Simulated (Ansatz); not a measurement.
Consider the hydrogenolysis of a C–S bond: `F/C=C\S` + H₂ → `C=CF` + H₂S.

Calculated with Ansatz (gas phase, PBE0-D4/def2-TZVP geometries, no zero-point term in ΔE). CCSD(T)/CBS is the MP2 limit (def2-TZVPP, def2-QZVPP) plus CCSD(T) − MP2 in def2-TZVPP, frozen cores. This one scheme is used for every species. Functionals use def2-TZVPP. B3LYP here is the variant with VWN-RPA as its local correlation; programs differ in this. HSE06 is defined as in plane-wave codes. Each species was taken in one conformer, which may not be the lowest.

Task: Is it downhill or uphill in electronic energy at CCSD(T)/CBS, and by how much? (Best estimate.)

Result: Computed: Downhill: ΔE = -15.1 kcal/mol.

Task: What do these levels give: LDA (SPW92), B97M-V, PBE0-D4, ωB97M-V, B3LYP, r2SCANh, HSE06, LC-ωPBE, HF/def2-SVP, MP2/def2-SVP, HF/def2-QZVPP, CCSD/CBS(def2)? (Best estimate.)

Result: The calculation gave: LDA (SPW92) -11.6, B97M-V -15.0, PBE0-D4 -14.0, ωB97M-V -15.3, B3LYP -16.4, r2SCANh -14.0, HSE06 -14.9, LC-ωPBE -16.1, HF/def2-SVP -23.2, MP2/def2-SVP -15.6, HF/def2-QZVPP -21.7, CCSD/CBS(def2) -16.7 kcal/mol.

Largest T1 diagnostic among the species: 0.013.

The D4 term adds +2.0 kcal/mol with B3LYP and +1.0 kcal/mol with PBE0; it sums over pairs of atoms, weighted by their polarisabilities, and B3LYP, whose exchange is more repulsive, gets the larger term. From PBE to PBE0 (25 % exact exchange), in def2-TZVPP and without D4, ΔE moves by −1.7 kcal/mol.
